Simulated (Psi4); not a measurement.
# NH3S (Thiohydroxylamine): a chain of runs, part 2 of 2

Psi4 1.11. The steps go on from the part before.

### 4 The doublet cation: a structure relaxation at UHF-3c/MINIX (density fitting) (run 3)

Contents of input.in:

```
memory 1600 MB

molecule {
  1 2
  N
  S 1 1.676847
  H 1 1.008055 2 119.74372
  H 1 1.008055 3 115.24152 2 154.30071
  H 2 1.386218 1 101.6984 3 76.57042
  units angstrom
  symmetry c1
}

set {
  reference uks
}

opt('hf-3c')
```

Started as:

```bash
$ psi4 input.in input.out -n 1
```

input.out, cut to the lines that bear on the results:

```text
[...]
  Running in c1 symmetry.
[...]
  Nuclear repulsion =   58.256595757391672
[...]
  Multiplicity = 2
[...]
  Nalpha       = 13
  Nbeta        = 12
[...]
    Number of basis functions: 22
[...]
   @DF-UKS iter   1:  -450.95729897219945   -6.06697e-01   1.57927e-02 DIIS/ADIIS
[...]
   @DF-UKS iter  10:  -451.06976789790696   -1.93268e-12   8.11967e-09 DIIS
[...]
   @S^2 Observed:                7.678358223E-01
[...]
  @DF-UKS Final Energy:  -451.06976789790696
   => Energetics <=
    Nuclear Repulsion Energy =             55.2612929321004884
    One-Electron Energy =                -724.6064815880833976
    Two-Electron Energy =                 218.2721114750287654
    Total Energy =                       -451.0697678979069565
  UHF NO Occupations:
  HONO-2 :   11  A 1.9979301
  HONO-1 :   12  A 1.9956008
[...]
 Multipole Moments:
 ------------------------------------------------------------------------------------
     Multipole            Electronic (a.u.)      Nuclear  (a.u.)        Total (a.u.)
 ------------------------------------------------------------------------------------
 L = 1.  Multiply by 2.5417464519 to convert [e a0] to [Debye]
 Dipole X            :          0.6851378           -1.1657425           -0.4806046
 Dipole Y            :          0.0289228           -0.0491520           -0.0202292
 Dipole Z            :          0.8902609           -2.6280511           -1.7377902
 Magnitude           :                                                    1.8031375
[...]
  -Total Gradient:
     Atom            X                  Y                   Z
    ------   -----------------  -----------------  -----------------
       1        0.000020129788    -0.000000962190     0.000011464673
       2        0.000033529432     0.000011185792    -0.000005703366
       3        0.000002016872     0.000000795766    -0.000007566789
       4       -0.000011470371    -0.000000504132    -0.000008888388
       5       -0.000044205721    -0.000010515236     0.000010693870
[...]
    Final optimized geometry and variables:
    Molecular point group: c1
    Full point group: C1
    Geometry (in Angstrom), charge = 1, multiplicity = 2:
    N
    S             1    1.783026
    H             1    1.060543      2  121.785076
    H             1    1.060543      3  116.260607      2 -175.334798
    H             2    1.405307      1   91.807381      3   92.416484
    Psi4 run time: 0:00:03.46
[...]
```

On the terminal:

```text
Optimizer: Optimization complete!
```

Run time: 4.5 s. Hardware: 1 thread of Intel Xeon 6975P-C (Granite Rapids), shared host; peak memory 0.22 GiB.

Step by step:

| step | energy from the first frame kept (eV) | largest force (eV/Å) |
| --- | --- | --- |
| 0 | 0.0000 | 4.0783 |
| 1 | -0.5272 | 1.2684 |
| 2 | -0.5457 | 0.4206 |
| 3 | -0.5487 | 0.0555 |
| 4 | -0.5491 | 0.0350 |
| 5 | -0.5491 | 0.0024 |

After the run. Bond lengths: N1–S2 1.783 Å, N1–H3 1.061 Å, N1–H4 1.061 Å, S2–H5 1.405 Å. Angles: N1–S2–H5 91.8°, S2–N1–H3 121.8°, S2–N1–H4 121.8°, H3–N1–H4 116.3°.

### 5 A single-point energy at HF-3c/MINIX (density fitting) (run 4)

Contents of h3ns.py:

```python
import psi4

psi4.set_memory(1600000000)
psi4.set_num_threads(1)
psi4.set_output_file('psi4.out', False)

molecule = psi4.geometry("""
N
S 1 1.783026
H 1 1.060543 2 121.78507
H 1 1.060544 3 116.2606 2 -175.33472
H 2 1.405307 1 91.80737 3 92.41654
symmetry c1
""")

e_tot = psi4.energy('hf-3c', molecule=molecule)
print('E =', round(e_tot, 9))
```

Started as:

```bash
$ python h3ns.py
```

psi4.out, cut to the lines that bear on the results:

```text
[...]
  Running in c1 symmetry.
[...]
  Nuclear repulsion =   55.261289140225131
[...]
  Multiplicity = 1
[...]
  Nalpha       = 13
  Nbeta        = 13
[...]
    Number of basis functions: 22
[...]
   @DF-RHF iter   1:  -451.32313504692502   -1.23118e+00   7.21622e-03 DIIS/ADIIS
[...]
   @DF-RHF iter   8:  -451.34844301663679   -9.62706e-09   6.13644e-07 DIIS
[...]
    Orbital Energies [Eh]
    ---------------------
    Doubly Occupied:
       1A    -91.310304     2A    -15.355553     3A     -8.922321
       4A     -6.571513     5A     -6.569944     6A     -6.567498
       7A     -1.104147     8A     -0.885117     9A     -0.616471
      10A     -0.556076    11A     -0.500663    12A     -0.363223
      13A     -0.358727
[...]
  @DF-RHF Final Energy:  -451.34844301663679
   => Energetics <=
    Nuclear Repulsion Energy =             55.2612891402251307
    One-Electron Energy =                -733.8629469813895412
    Two-Electron Energy =                 227.2499055370144845
    Total Energy =                       -451.3484430166367929
[...]
 Multipole Moments:
 ------------------------------------------------------------------------------------
     Multipole            Electronic (a.u.)      Nuclear  (a.u.)        Total (a.u.)
 ------------------------------------------------------------------------------------
 L = 1.  Multiply by 2.5417464519 to convert [e a0] to [Debye]
 Dipole X            :          0.8678719           -1.1657414           -0.2978694
 Dipole Y            :          0.0366063           -0.0491535           -0.0125472
 Dipole Z            :          2.1042921           -2.6280517           -0.5237596
 Magnitude           :                                                    0.6026672
[...]
```

The script printed:

```text
E = -451.348443017
```

Run time: 2.7 s. Hardware: 1 thread of Intel Xeon 6975P-C (Granite Rapids), shared host; peak memory 0.19 GiB.

### 6 Outcome

The summary covers parts 1 to 2.

| quantity | value |
| --- | --- |
| run 1, HF-3c/MINIX: total energy at the end | -451.36461 Eh |
| run 1, HF-3c/MINIX: dipole moment | 2.10 D |
| run 1, HF-3c/MINIX: HOMO energy | -9.72 eV |
| run 1, HF-3c/MINIX: LUMO energy | 8.16 eV |
| run 1, HF-3c/MINIX: HOMO–LUMO gap | 17.87 eV |
| doublet cation, run 2: total energy | -451.04959 Eh |
| doublet cation, run 2: HOMO energy (highest over α and β) | -17.59 eV |
| doublet cation, run 2: LUMO energy (lowest over α and β) | -6.48 eV |
| doublet cation, run 2: ⟨S²⟩ | 0.765 |
| doublet cation, run 3: total energy at the end | -451.06977 Eh |
| doublet cation, run 3: HOMO energy (highest over α and β) | -17.47 eV |
| doublet cation, run 3: LUMO energy (lowest over α and β) | -5.16 eV |
| doublet cation, run 3: ⟨S²⟩ | 0.768 |
| run 4, HF-3c/MINIX: total energy | -451.34844 Eh |
| run 4, HF-3c/MINIX: dipole moment | 1.53 D |
| run 4, HF-3c/MINIX: HOMO energy | -9.76 eV |
| run 4, HF-3c/MINIX: LUMO energy | 6.64 eV |
| run 4, HF-3c/MINIX: HOMO–LUMO gap | 16.40 eV |
| adiabatic ionisation energy (to the doublet cation, no zero-point term) | 8.023 eV |

**Reading.** The adiabatic ionisation energy (to the doublet cation, no zero-point term) is 8.02 eV (774 kJ/mol). In a minimal basis such a difference can be off by several eV, whatever the method. The optimisation (run 1, HF-3c/MINIX) took 17 steps and changed the energy by -0.143 eV. The optimisation (doublet cation, run 3) took 6 steps and changed the energy by -0.549 eV.
